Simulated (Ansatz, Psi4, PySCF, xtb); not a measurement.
Complex: C2H2 (SMILES C#C) (first 4 atoms) with C2H2 (SMILES C#C); geometry from S66by8 set.
(charge 0, multiplicity 1):
```xyz
8

C     -0.600    -0.069    -2.050
H     -1.662    -0.069    -2.056
C      0.612    -0.069    -2.047
H      1.674    -0.070    -2.047
C     -0.004     0.050     1.443
H     -0.001     0.016     0.380
C     -0.008     0.089     2.654
H     -0.012     0.122     3.715
```

Counterpoise-corrected where a basis set is named; no monomer relaxation.

Frozen-core correlation.

The values were computed with Ansatz (a program for electronic structure); Psi4 for SAPT; PySCF for the dispersion terms; xtb for the GFN methods. 

### Question
Predict the interaction energy from GFN-FF.

### Answer
-0.8 kcal/mol
